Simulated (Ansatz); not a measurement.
## H2S, singlet: reading a ladder of total energies

Geometry: MP2(full)/6-31G*, from the G2/97 set.

```xyz
3

S     0.0000    0.0000    0.0544
H     0.0000    0.9743   -0.8648
H     0.0000   -0.9743   -0.8648
```

Basis cc-pV(D+d)Z; Ansatz 0.2.0. Only valence electrons are correlated (noble-gas cores frozen), which leaves 8 electrons in 28 orbitals. Prefix R: restricted or restricted open-shell reference.

Full CI is exact within this basis and frozen core; it isn't the basis-set limit.

Runs differ by some tens of microhartree through their thresholds, so steps under 0.03 kcal/mol mean nothing.

| level | total energy (hartree) |
| --- | --- |
| RHF | -398.698797 |
| RMP2 | -398.844609 |
| RCCSD | -398.868249 |
| RCCSD(T) | -398.871880 |
| RCCSDT | -398.872347 |
| RCCSDT(Q) | -398.872588 |
| RCCSDTQ | -398.872609 |
| full CI | -398.872622 |

Question: What is the correlation energy at full CI, and what share of it do RMP2 and RCCSD recover?

Answer: E(corr) = -398.872622 − (-398.698797) = -0.173825 hartree = -4.730 eV. RMP2: -0.145812 / -0.173825 = 83.88 %. RCCSD: -0.169452 / -0.173825 = 97.48 %.

Question: By how many kcal/mol does RCCSD(T) miss full CI (1 hartree = 627.509 kcal/mol), and which steps make up the rest?

Answer: -398.871880 − (-398.872622) = 0.000742 hartree = 0.47 kcal/mol. Steps: RCCSDT − RCCSD(T) = -0.29, RCCSDT(Q) − RCCSDT = -0.15, RCCSDTQ − RCCSDT(Q) = -0.01, full CI − RCCSDTQ = -0.01 kcal/mol. That is within 1 kcal/mol of the reference in this basis, which itself misses far more of the correlation at the basis-set limit.
